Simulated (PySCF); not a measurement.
**Indirect couplings**

Geometry:
```
atom   x (Å)   y (Å)   z (Å)
  C1   1.611   0.584   0.165
  C2   0.994  -0.551  -0.282
  C3  -0.404  -0.702  -0.277
  C4  -1.418   0.229   0.172
  H5   1.055   1.444   0.553
  H6   2.703   0.671   0.148
  H7   1.597  -1.381  -0.661
  H8  -0.781  -1.660  -0.666
  H9  -1.069   1.193   0.557
 H10  -2.042  -0.288   0.930
 H11  -2.138   0.380  -0.659
```

Total charge +1.

Indirect spin–spin couplings were computed at B3LYP/pcJ-1 (without the spin–dipole term) (PySCF 2.14) on a PBE0-D3(BJ)/def2-SVP structure, for the isolated molecule, without vibrational or relativistic corrections. Couplings are averaged over pairs made equivalent by symmetry, fast rotation or ring inversion, so a value needn't be that of the named pair in this geometry, while other rotamers aren't included; one pair stands for each set, and the list holds a selection of those of at least 1.5 Hz over up to four bonds.

Isotopes: ¹³C, ¹H.

```csv
pair,bonds,J (Hz)
"C1, C2",1,61.0
"C1, H5",1,176.4
"C1, H6",1,184.9
"C2, C3",1,51.9
"C2, H7",1,186.9
"C3, C4",1,39.0
"C3, H8",1,170.9
"C4, H9",1,?
"C1, C3",2,6.0
"C1, H7",2,1.7
"C2, H6",2,?
"C2, H8",2,?
"C3, H7",2,?
"C3, H9",2,-4.6
"C4, H8",2,2.6
"H9, H10",2,?
"C1, C4",3,?
"C1, H8",3,7.1
"C2, H9",3,2.9
"C3, H5",3,5.6
"C3, H6",3,?
"C4, H7",3,6.2
"H6, H7",3,?
"H8, H9",3,8.6
"C1, H10",4,4.0
"H6, H8",4,2.6
```

Estimate the withheld couplings, with signs.

Answers


- ¹J(C4,H9) = 140.5 Hz (mean over equivalent pairs that range from 134.6 to 151.5 Hz in this conformer)
- ²J(C2,H6) = 1.6 Hz (angle at C1 121°)
- ²J(C2,H8) = 2.3 Hz (angle at C3 116°)
- ²J(C3,H7) = 3.4 Hz (angle at C2 118°)
- ²J(H9,H10) = -20.6 Hz (mean over equivalent pairs that range from -38.1 to -11.6 Hz in this conformer)
- ³J(C1,C4) = 3.6 Hz (dihedral angle 0°)
- ³J(C3,H6) = 10.9 Hz (dihedral angle 180°)
- ³J(H6,H7) = 10.4 Hz (dihedral angle 0°)
